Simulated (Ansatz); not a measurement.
Input file:

```yaml
crystal:
  periodic: [false, false, false]
  atoms:
    - {symbol: O, position_ang: [0.000000, -0.065318, 0.000000]}
    - {symbol: H, position_ang: [0.000000, 0.518410, -0.761550]}
    - {symbol: H, position_ang: [0.000000, 0.518410, 0.761550]}
basis:
  gaussian: {orbitals: x2c-TZVPPall}
magnetization: {spin_polarized: false}
hamiltonian: {xc: hf}
accuracy: high
output: {orbitals: {seedname: orbitals}}
```

```sh
$ ansatz run in.yaml --threads 1 --pin off --events-out ev --progress --plain --max-ram 2393MiB
```

Output:

```
937 factors; integrals over basis functions are off by at most 3.3e-9 eV
mean field evaluation 1: about -2069.4008 eV, gradient 3.3e1 eV
mean field evaluation 2: about -2069.4004 eV, gradient 3.3e1 eV
mean field evaluation 4: about -2071.1638 eV, gradient 1.4e0 eV
mean field evaluation 8: about -2071.1711 eV, gradient 2.7e-5 eV
mean field -2071.17107302 eV, -76.1141330432 hartree, gradient 9.8e-9 eV, S^2 0.000000; 0 other end points of the search recorded, 0 dependent functions left out
reference -2071.17107302 eV, -76.1141330432 hartree; 5, 5 occupied and 54, 54 virtual orbitals, 937 factors
Total energy: -2071.17107302 eV, -76.1141330432 hartree
Relativity: scalar
```

Ran on 1 thread of Arm Neoverse V2, shared host: 0.39 s wall, 0.15 GiB peak host memory.
